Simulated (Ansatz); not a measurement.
A made-up structure of SiNH₂, doublet:

N1  (0.186, -0.745, 0.076)
Si2  (0.152, 0.847, 0.003)
H3  (1.483, 1.336, -0.069)
H4  (-1.240, 1.322, -0.358)
(Å)

It is relaxed with PBE-D4/def2-SVP and then PBE0-D4/def2-TZVP (Ansatz 0.2.0). Atoms count as bonded within 1.22 times the sum of their covalent radii (H–H: 0.88 Å). The end point is not checked to be a true minimum.

Does its bonding change? (A judgement: the text doesn't fix the answer.)

Computed: No: no bond forms or breaks.

Where it ends: The first stage lowers the energy by 0.49 eV in 5 steps. It ends as SiNH₂ ([N][SiH2]):
N1  (0.165, -0.920, 0.131)
Si2  (0.145, 0.702, -0.089)
H3  (1.380, 1.522, -0.066)
H4  (-1.109, 1.455, -0.324)
(Å)

Labels in which every atom is bracketed show which atoms are joined, not bond orders.

For scale, one of the runs: PBE0-D4/def2-TZVP relaxation, 80 basis functions, launched by `ansatz run in.yaml --threads 2 --pin off --events-out ev --progress --plain --max-ram 4352MiB`. The run took about 9.5 s on 2 CPU threads of an Intel Xeon Platinum 8259CL (shared host).
